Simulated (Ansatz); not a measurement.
CH2NO, doublet: from triple and quadruple zeta to the limit

```yaml
atoms:
  - { symbol: O, position_ang: [-1.3668, -0.1853, 0.0000] }
  - { symbol: H, position_ang: [-1.6161, 0.7413, 0.0000] }
  - { symbol: H, position_ang: [-0.1798, -0.1853, 0.0000] }
  - { symbol: N, position_ang: [2.1613, -0.1853, 0.0000] }
  - { symbol: C, position_ang: [1.0012, -0.1853, 0.0000] }
```

Connectivity, by distances: OH ··· N–C, 1 bridging H.

Ansatz 0.2.0, UHF determinant, valence electrons correlated. Energies in eV.

| set | X | functions | Hartree–Fock | MP2 correlation | CCSD(T) correlation | time |
| --- | --- | --- | --- | --- | --- | --- |
| def2-TZVPP | 3 | 121 | -4579.2342 | -15.1021 | -16.5631 | 8.5 s on 1 × NVIDIA H100 80GB HBM3 with 1 thread of AMD EPYC 7R13 Processor (Zen 3), with other jobs on the host |
| def2-QZVPP | 4 | 231 | -4579.4273 | -16.2172 | -17.5942 | 16 s on 1 × NVIDIA H100 80GB HBM3 with 1 thread of AMD EPYC 7R13 Processor (Zen 3) (shared host) |

Hartree–Fock is taken to follow E(X) = E∞ + A·exp(−7.88·√X), correlation E(X) = E∞ + B·X^−2.97.

Cautions: ⟨S²⟩ of the determinant is 0.89 against 0.75, spin contaminated.

Work out the CCSD(T) energy at the limit, and how far the shortcut misses it that extrapolates MP2 and adds CCSD(T) minus MP2 from the smaller set.

Hartree–Fock: E∞ = E4 + 0.1377·(E4 − E3) = -4579.4539. Correlation: E∞ = E4 + 0.7407·(E4 − E3) = -18.3579 for CCSD(T) and -17.0432 for MP2. The limit is -4597.8118 eV, 0.790 eV below def2-QZVPP. The shortcut gives a correlation energy of -17.0432 + (-1.4610) = -18.5042, 146 meV lower than the direct value.
